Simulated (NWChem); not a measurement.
# Predicting a hybrid from its neighbours: NaCl

NaCl has 2 atoms, charge 0, and is taken as a singlet. SMILES: `[Na][Cl]`. The shape is that of a PBE0-D4/def2-TZVP optimisation.

The dipole moment y, in D, basis aug-cc-pVTZ; a is the functional's share of exact exchange. Programs: NWChem 7.3.0.

| functional | program | a | y (D) |
| --- | --- | --- | --- |
| PBE | NWChem | 0 | 8.57 |
| TPSS | NWChem | 0 | 8.70 |
| B3LYP | NWChem | 0.2 | ? |
| PBE0 | NWChem | 0.25 | 8.87 |
| BHLYP | NWChem | 0.5 | 9.00 |

Q: Fit y = c + s·a to the known rows and predict B3LYP.

A: 
1. Means of the 4 rows: a = 0.1875, y = 8.785.
2. Σ(Δa)² = 0.17188, Σ(Δa·Δy) = 0.12875, so the slope is 0.12875/0.17188 = 0.74907.
3. Intercept: 8.785 − (0.74907) × 0.1875 = 8.645. The largest residual of the fit is 0.075.
4. B3LYP: 8.645 + (0.74907) × 0.2 = 8.79 D.

The run gave 8.77 D, so the prediction is off by +0.02 D, within the scatter of the fit. More exact exchange makes the molecule more polar here. The rows mix families of semi-local functionals, which the line can't see.
